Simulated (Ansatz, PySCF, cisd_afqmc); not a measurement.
Species: AlF₃, charge 0, singlet. AlF3 (SMILES [F][Al]([F])[F]).
B3LYP-D3(BJ)/def2-TZVP minimum from Ansatz (an electronic-structure program):
```xyz
4

Al     0.0000     0.0000     0.0000
F     -0.0003     1.6340     0.0254
F      1.4150    -0.8162    -0.0451
F     -1.4147    -0.8178     0.0197
```
Charge 0, spin multiplicity 1.

Atomisation energy term by term, kcal/mol (programs: Ansatz, cisd_afqmc). Radicals and triplets start from unrestricted determinants; spin-orbit coupling is neglected. Cores are frozen in correlated methods. Rows without X2C or -DK are non-relativistic. AFQMC is phaseless with a CISD trial state; ± is one standard error, without the phaseless bias. Outlying blocks are dropped, and bars are widened where a walk drifts. Over all cases where full CI ran beside it in this data, AFQMC minus full CI had a median of +0.1 mEh and passed +0.4 mEh in a tenth of the cases. CBS(X,Y): correlation extrapolated as X^-3, Hartree-Fock from the larger set (Q,5: extrapolated as (X+1)exp(-9√X)). A bracket is a step between two methods taken in the basis named. 'core' is core correlation in cc-pwCVTZ (1s frozen past Ne), 'X2C' scalar relativity in cc-pVTZ-DK, both at CCSD(T). For partners of very few electrons the exact lower level stands in for a higher one.

```json
[
 {"term": "Hartree-Fock", "basis": "CBS(cc-pV(Q+d)Z,cc-pV(5+d)Z)", "kcal/mol": "322.32"},
 {"term": "CCSD correlation", "basis": "CBS(cc-pV(Q+d)Z,cc-pV(5+d)Z)", "kcal/mol": "100.79"},
 {"term": "(T)", "basis": "CBS(cc-pV(Q+d)Z,cc-pV(5+d)Z)", "kcal/mol": "8.17"},
 {"term": "CCSDT(Q) - CCSD(T)", "basis": "cc-pV(D+d)Z", "kcal/mol": "0.61"},
 {"term": "core correlation", "basis": "cc-pwCVTZ", "kcal/mol": "-0.79"},
 {"term": "scalar relativity", "basis": "X2C, cc-pVTZ-DK", "kcal/mol": "-1.27"},
 {"term": "minus zero-point energy", "basis": "Hessian by PySCF at B3LYP-D3(BJ)/def2-TZVP", "kcal/mol": "-4.83"},
 {"term": "sum: D0", "basis": "", "kcal/mol": "425.0"}
]
```

The step beyond CCSD(T) by other levels: AFQMC/CISD in cc-pV(T+d)Z 0.85 ± 0.33; AFQMC/CISD in cc-pV(Q+d)Z 0.03 ± 0.23 kcal/mol.
